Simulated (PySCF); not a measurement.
# Vertical excitation energies

Species: C₃H₇ClO.
Z-matrix (Å and degrees, PBE0-D3(BJ)/def2-SVP geometry), rows numbered from 1:
```
C 
C   1  1.5107
Cl  2  1.8176  1  109.27
C   2  1.5216  1  113.83  3  -119.88
O   4  1.3929  2  112.78  1    58.74
H   1  1.0987  2  110.04  3    65.64
H   1  1.1018  2  109.46  3  -175.61
H   1  1.0983  2  111.35  3   -55.59
H   2  1.1001  1  111.44  3   115.51
H   4  1.1035  2  108.01  1   -59.77
H   4  1.1077  2  108.82  1  -175.80
H   5  0.9670  4  106.42  2    55.72
```

Computed, not measured: TDDFT wB97X-D/def2-SVPD, vertical, gas phase, core orbitals frozen in the response in PySCF.

Task: Predict the UV-vis stick spectrum at this level.

Result: 

```json
{"state": "S1", "E (eV)": "7.41", "λ (nm)": "167.3", "ν̃ (cm⁻¹)": "59790", "f": "0.0007", "|μ| (D)": "0.16", "main configurations (H = HOMO, L = LUMO)": "H→L (35%), H-1→L (28%), H-2→L (15%)"}
{"state": "S2", "E (eV)": "7.47", "λ (nm)": "166.1", "ν̃ (cm⁻¹)": "60220", "f": "0.0025", "|μ| (D)": "0.30", "main configurations (H = HOMO, L = LUMO)": "H-1→L (46%), H-2→L (21%), H→L (11%)"}
{"state": "S3", "E (eV)": "7.87", "λ (nm)": "157.5", "ν̃ (cm⁻¹)": "63500", "f": "0.0029", "|μ| (D)": "0.31", "main configurations (H = HOMO, L = LUMO)": "H→L+1 (36%), H→L (21%), H→L+2 (20%)"}
{"state": "S4", "E (eV)": "8.08", "λ (nm)": "153.5", "ν̃ (cm⁻¹)": "65130", "f": "0.010", "|μ| (D)": "0.58", "main configurations (H = HOMO, L = LUMO)": "H-2→L (35%), H→L (21%), H→L+1 (19%)"}
{"state": "S5", "E (eV)": "8.56", "λ (nm)": "144.8", "ν̃ (cm⁻¹)": "69080", "f": "0.055", "|μ| (D)": "1.30", "main configurations (H = HOMO, L = LUMO)": "H-1→L+1 (60%), H-1→L (15%), H-1→L+4 (11%)"}
{"state": "S6", "E (eV)": "8.58", "λ (nm)": "144.5", "ν̃ (cm⁻¹)": "69210", "f": "0.026", "|μ| (D)": "0.90", "main configurations (H = HOMO, L = LUMO)": "H→L+2 (55%), H→L+1 (25%)"}
{"state": "S7", "E (eV)": "8.72", "λ (nm)": "142.1", "ν̃ (cm⁻¹)": "70370", "f": "0.057", "|μ| (D)": "1.31", "main configurations (H = HOMO, L = LUMO)": "H-2→L+1 (57%), H-2→L (11%), H→L+4 (9%)"}
{"state": "S8", "E (eV)": "9.24", "λ (nm)": "134.2", "ν̃ (cm⁻¹)": "74500", "f": "0.054", "|μ| (D)": "1.25", "main configurations (H = HOMO, L = LUMO)": "H→L+3 (44%), H-3→L (21%), H-1→L+2 (8%)"}
{"state": "S9", "E (eV)": "9.25", "λ (nm)": "134.1", "ν̃ (cm⁻¹)": "74590", "f": "0.043", "|μ| (D)": "1.11", "main configurations (H = HOMO, L = LUMO)": "H-1→L+2 (43%), H→L+3 (17%), H-3→L (14%)"}
{"state": "S10", "E (eV)": "9.29", "λ (nm)": "133.4", "ν̃ (cm⁻¹)": "74940", "f": "0.016", "|μ| (D)": "0.67", "main configurations (H = HOMO, L = LUMO)": "H-3→L (44%), H-1→L+2 (25%)"}
```

Triplets (Tamm–Dancoff): T1 6.77 eV, H-1→L (58%), H→L (11%), H-1→L+1 (10%); T2 6.86 eV, H-2→L (42%), H→L (17%), H-1→L (14%); T3 7.60 eV, H→L (32%), H→L+2 (20%), H→L+1 (19%); T4 7.84 eV, H→L+1 (30%), H→L (22%), H-2→L (17%).

The lowest singlet comes at 167 nm (715 kJ/mol) in the vacuum ultraviolet; it is very weak; its leading configuration is HOMO→LUMO (35%). The most intense listed level is S7 at 8.72 eV (142 nm, f = 0.057), 1.31 eV above S1. Löwdin shares by element: HOMO oxygen 53%, carbon 23% or more, chlorine 9%; LUMO chlorine 56%, carbon 24% or more (atoms not listed hold the other 20%). The oscillator strengths of these states sum to 0.268; summed over the whole spectrum of an exact calculation they would give the number of electrons, 50 (Thomas–Reiche–Kuhn). Weighted by f, the mean energy of these states is 8.85 eV. Of the 10 states listed, 7 reach f = 0.01 and none stays under 0.0005. All these states lie below the vertical ionisation energy of 10.62 eV (ΔSCF). Singlets were solved by full linear response, triplets in the Tamm–Dancoff approximation.

The run took 3.6 min wall on one thread of an Intel Xeon Platinum 8375C at 2.90 GHz, shared host with 128 logical CPUs at a one-minute load of 75, and the process peaked at 0.75 GiB of memory.

One conformer stands for the species.
